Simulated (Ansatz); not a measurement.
Two isomers of C4H5N: A = `C=CN1C=C1`, B = `C=CCC#N`.

Calculated with Ansatz (gas phase, PBE0-D4/def2-TZVP geometries, no zero-point term in ΔE). CCSD(T)/CBS is the MP2 limit (def2-TZVPP, def2-QZVPP) plus CCSD(T) − MP2 in def2-TZVPP, frozen cores. DFT in def2-TZVPP. B3LYP here is the variant with VWN-RPA as its local correlation; programs differ in this. Each species was taken in one conformer, which may not be the lowest.

Problem. Which isomer does CCSD(T)/CBS put lower? Give the gap. (Best estimate.)

Solution. Ansatz gave: B, by 81.4 kcal/mol.

Problem. Give E(B) − E(A) in kcal/mol with B2PLYP, r2SCAN-D4, MP2/def2-TZVPP, PBE-D4, CCSD(T)/def2-TZVPP, CCSD/def2-TZVPP, B3LYP. (Estimate.)

Solution. Computed: B2PLYP -83.5, r2SCAN-D4 -78.6, MP2/def2-TZVPP -84.3, PBE-D4 -74.7, CCSD(T)/def2-TZVPP -83.5, CCSD/def2-TZVPP -85.2, B3LYP -81.4. None reverses the order clearly.

Largest T1 diagnostic: 0.012.

From PBE to PBE0 (25 % exact exchange), in def2-TZVPP and without D4, E(B) − E(A) moves by −2.6 kcal/mol. In def2-TZVPP, CCSD(T) changes the Hartree–Fock value by +8.8 kcal/mol (the triples alone add +1.6 kcal/mol) and MP2 by +8.0 kcal/mol.
